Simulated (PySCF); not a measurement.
# Argon: a sound run and one with changed settings

Sound run: Ar [Ar], Ar⁺ [Ne] 3s2 3p5. All numbers are calculated (PySCF 2.14, the non-relativistic Hamiltonian (point nucleus), in cc-pV(D+d)Z (4s3p2d, 23 functions)). In the sound run the correlated levels freeze [Ne]. The sound run starts from symmetry-adapted Hartree-Fock orbitals and uses a fine grid where one is needed.

Changed run: the spin-free X2C one-electron Hamiltonian (Gaussian nucleus). This setting is unsound on purpose.

| species | method | sound run (hartree) | changed run (hartree) | converged |
| --- | --- | --- | --- | --- |
| Ar | UHF | -526.79987 | -528.38428 | yes |
| Ar | B3LYP | -527.54228 | -529.12567 | yes |
| Ar | r2SCAN | -527.49469 | -529.07801 | yes |
| Ar | MP2 | -526.94457 | -528.52900 | yes |
| Ar | CCSD(T) | -526.95954 | -528.54391 | yes |
| Ar⁺ | UHF | -526.26075 | -527.84608 | yes |
| Ar⁺ | B3LYP | -526.96212 | -528.54641 | yes |
| Ar⁺ | r2SCAN | -526.91220 | -528.49643 | yes |
| Ar⁺ | MP2 | -526.37749 | -527.96275 | yes |
| Ar⁺ | CCSD(T) | -526.39820 | -527.98337 | yes |

Ionisation energy of Ar:

```tsv
method	sound run (eV)	changed run (eV)
UHF	14.670	14.645
B3LYP	15.787	15.762
r2SCAN	15.850	15.826
MP2	15.431	15.408
SCS-MP2	15.340	15.317
CCSD	15.270	15.249
CCSD(T)	15.275	15.253
```

Most of the change in total energy is the relativistic energy itself. On top of that the contraction fixes the core shape for the Hamiltonian it was made with, so the changed run is not a good calculation with the other Hamiltonian either.

For comparison, NIST gives 15.760 eV between the lowest levels.
